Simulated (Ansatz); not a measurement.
A ladder of methods for SO2 (SMILES O=S=O)

SO2: 3 atoms, total charge 0, spin state singlet. As SMILES, `O=S=O`. The shape was relaxed beforehand at B3LYP/def2-SVP.

```xyz
3

O    -0.9956    0.6579   -0.4697
S     0.2772    0.3675    0.1921
O     0.7184   -1.0254    0.2776
```

Quantity: the dissociation energy of the S2–O1 bond into singlet SO and triplet O (shapes relaxed at B3LYP/def2-SVP, no zero-point term), in eV. The values are calculated.

```
               level                    kind  program  value (eV)  less CCSD(T)/def2-TZVPP
    SVWN5/def2-TZVPP                     LDA   Ansatz        8.38                    +2.03
     BLYP/def2-TZVPP                     GGA   Ansatz        6.83                    +0.48
      PBE/def2-TZVPP                     GGA   Ansatz        7.24                    +0.89
   r2SCAN/def2-TZVPP                meta-GGA   Ansatz        7.03                    +0.68
  PBE0-D4/def2-TZVPP           global hybrid   Ansatz        6.75                    +0.40
CAM-B3LYP/def2-TZVPP  range-separated hybrid   Ansatz        6.63                    +0.28
      MP2/def2-TZVPP     perturbation theory   Ansatz        7.04                    +0.69
  CCSD(T)/def2-TZVPP   coupled cluster or CI   Ansatz        6.35                     0.00
```

CCSD(T)/def2-TZVPP is the highest level here, not the true value. The values span 6.35 to 8.38 eV. A fragment with an even electron count was run as a singlet and may have a lower triplet. Measured bond enthalpies also hold zero-point and thermal terms, a few tenths of an eV less.
